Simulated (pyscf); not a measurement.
PySCF, gas phase, ωB97X-D3(BJ)/def2-SVP geometries.

### Question
GeH₂ [singlet] + H₃Si–SiH₃ → H₃Si–SiH₂–GeH₃
Surface: singlet. Broken: H–Si. Formed: Ge–Si, Ge–H. Give ΔE‡ and ΔE from ωB97M-D3(BJ)/def2-TZVP, relative to the separated reactants.

### Answer
ΔE‡ = -4.1 kcal/mol, ΔE = -42.0 kcal/mol. Zero-point energy shifts the barrier by +2.1 kcal/mol. It is an insertion, with an imaginary mode of 433i cm⁻¹. On the reactant side the descent ends in an adduct with a Ge–Si contact, 13.7 kcal/mol under the separated species and 3.7 kcal/mol under the saddle at ωB97X-D3(BJ)/def2-TZVP. At ωB97M-D3(BJ) the saddle lies under the separated reactants, which points to a path from their complex (located at ωB97X-D3(BJ) alone). What is counted as formed (Ge–Si) is already present as a longer contact in the reactant adduct; forming that adduct is a step of its own. At ωB97X-D3(BJ) the barrier from the zero used here is -10.0 kcal/mol. One saddle was located; it need not be the lowest between these sides. Elements up to Kr have no core potential and no relativistic terms here.
